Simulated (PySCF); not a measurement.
# MgH: mean field, correlation and small terms against distance

State: ²Σ⁺, doublet, unpaired electrons σ ↑. ROHF-based CCSD(T) in PySCF 2.14 with Mg cc-pCVDZ, H aug-cc-pVDZ and Mg cc-pCVTZ, H aug-cc-pVTZ (frozen core orbitals: 1; no relativity). Correlation energies are extrapolated as n⁻³ (n = 2, 3), Hartree–Fock as (n+1)·exp(−9√n). SR is the spin-free X2C energy in Mg cc-pCVTZ-DK, H cc-pVTZ-DK less the non-relativistic one in Mg cc-pCVTZ, H cc-pVTZ. All energies in eV from Mg + H.

```json
{"R (Å)": "1.5423", "HF/CBS": "-0.964", "CCSD corr.": "-0.260", "(T)": "0.0084", "SR": "0.0068", "total": "-1.209"}
{"R (Å)": "1.6124", "HF/CBS": "-1.088", "CCSD corr.": "-0.253", "(T)": "0.0081", "SR": "0.0075", "total": "-1.325"}
{"R (Å)": "1.6825", "HF/CBS": "-1.146", "CCSD corr.": "-0.250", "(T)": "0.0075", "SR": "0.0079", "total": "-1.380"}
{"R (Å)": "1.7526", "HF/CBS": "-1.152", "CCSD corr.": "-0.251", "(T)": "0.0065", "SR": "0.0083", "total": "-1.388"}
{"R (Å)": "1.8228", "HF/CBS": "-1.117", "CCSD corr.": "-0.255", "(T)": "0.0053", "SR": "0.0084", "total": "-1.359"}
{"R (Å)": "1.9104", "HF/CBS": "-1.032", "CCSD corr.": "-0.265", "(T)": "0.0033", "SR": "0.0085", "total": "-1.285"}
{"R (Å)": "1.9980", "HF/CBS": "-0.911", "CCSD corr.": "-0.281", "(T)": "0.0007", "SR": "0.0084", "total": "-1.183"}
```

A fit to the total gives Re = 1.7293 Å, De = 1.390 eV, ωe = 1503.7 cm⁻¹, Be = 5.828 cm⁻¹ (masses 23.9850 and 1.0078 u).

Problem. At R = 1.7526 Å the CCSD correlation energy is -0.208063 hartree in the smaller basis and -0.310637 in the larger. Extrapolate it.

Solution. (3³·E3 − 2³·E2)/(3³ − 2³) = -0.35383 hartree; the larger basis holds 87.8 % of it.

The T1 diagnostic is 0.019. Spin–orbit coupling, excitations beyond (T) and corrections to the Born–Oppenheimer picture are left out.
